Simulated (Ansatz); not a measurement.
## Worked example: correlation energy of GeSe⁺, doublet

Geometry: that of the GeSe, singlet, kept fixed.

```yaml
atoms:
  - { symbol: Ge, position_ang: [0.0000, 0.0000, 0.0000] }
  - { symbol: Se, position_ang: [0.0000, 0.0000, 2.1404] }
```

Basis cc-pVDZ; Ansatz 0.2.0. Correlated methods freeze the noble-gas cores and the filled d shells of p-block atoms, which leaves 9 electrons in 26 orbitals. Prefix R: restricted or restricted open-shell reference; prefix U: unrestricted. No spin–orbit coupling is included, and no scalar relativity.

Full CI isn't at hand for all of this; UCCSDT(Q) serves as the reference, and is uncertain by about the last step of the cluster series.

Runs differ by some tens of microhartree through their thresholds and, for an open shell, their frozen cores, so steps under 0.03 kcal/mol mean nothing.

| level | total energy (hartree) |
| --- | --- |
| UHF | -4474.873496 |
| UMP2 | -4475.014502 |
| UCCSD | -4475.041811 |
| UCCSD(T) | -4475.047924 |
| UCCSDT | -4475.049054 |
| UCCSDT(Q) | -4475.049519 |

What is the correlation energy at UCCSDT(Q), and what share of it do UMP2 and UCCSDT recover?

E(corr) = -4475.049519 − (-4474.873496) = -0.176023 hartree = -4.790 eV. UMP2: -0.141006 / -0.176023 = 80.11 %. UCCSDT: -0.175558 / -0.176023 = 99.74 %.

By how many kcal/mol does UCCSD(T) miss UCCSDT(Q) (1 hartree = 627.509 kcal/mol), and which steps make up the rest?

-4475.047924 − (-4475.049519) = 0.001595 hartree = 1.00 kcal/mol. Steps: UCCSDT − UCCSD(T) = -0.71, UCCSDT(Q) − UCCSDT = -0.29 kcal/mol. Differences between like states or geometries often cancel part of this.
